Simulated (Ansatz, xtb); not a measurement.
Two isomers of C3H6F2O

We compare a, `C[C@H](F)OCF`, a singlet, with b, `COC(C)(F)F`, a singlet. Both are isolated molecules in the gas phase, relaxed with B3LYP-D3(BJ)/def2-SVP; each stands in its lowest conformer found.

Energies in hartree; the thermal terms are from GFN2-xTB frequencies at re-optimised GFN2-xTB minima (ideal gas, soft modes damped towards free rotors, one conformer each, 298.15 K, 1 atm) and include the zero-point energy:

|  | a | b |
| --- | --- | --- |
| E, CCSD(T)/def2-SVP | −391.568132 | −391.583666 |
| E, MP2/def2-SVP | −391.498246 | −391.514396 |
| E, MP2/def2-TZVPP | −392.247798 | −392.259730 |
| zero-point energy | 0.090095 | 0.089022 |
| H(298 K) − E | 0.097845 | 0.097002 |
| G(298 K) − E | 0.059039 | 0.058353 |

Question: Correct the CCSD(T) difference for the basis set by the MP2 change, then work out ΔE, ΔE₀, ΔH and ΔG for a → b in kcal/mol (1 Eh = 627.51 kcal/mol) and the equilibrium ratio [b]/[a].

Answer: 1. Differences b − a: CCSD(T) −0.015534, MP2 in the small set −0.016150, MP2 in the large set −0.011932 Eh.
2. ΔE = −0.015534 + (−0.011932 − (−0.016150)) = −0.011316 Eh = −7.10 kcal/mol.
3. ΔE₀ = ΔE + ΔZPE = −0.011316 + (−0.001073) Eh = −7.77 kcal/mol.
4. ΔH = ΔE + (−0.000843) Eh = −7.63 kcal/mol.
5. ΔG = ΔE + (−0.000686) Eh = −7.53 kcal/mol, so ΔS = (ΔH − ΔG)/T = −1.4 J/(mol K).
6. kT = 0.9442 mEh, so K = [b]/[a] = exp(−ΔG/kT) = exp(+12.71) ≈ 3.3 × 10^5.

Structure b is favoured at this temperature. An error of 1 kcal/mol in ΔG would change K by a factor of 5.4. Mirror images and further conformers aren't counted.

As drawn, both hold the same kinds of bond in the same numbers. Structure a has 1 methyl group, b 2.

Other levels gave ΔE = −6.5 (GFN2-xTB); −8.9 (HF/STO-3G, GFN2-xTB geometries); −10.7 (r2SCAN-D4/def2-SVP, GFN2-xTB geometries); −9.2 (B3LYP-D3(BJ)/def2-SVP); −8.8 (HF/def2-SVP); −10.1 (MP2/def2-SVP); −9.7 (CCSD(T)/def2-SVP) kcal/mol. The correlated steps freeze 6 core orbitals. Programs: Ansatz 0.2.0, xtb 6.7.1.
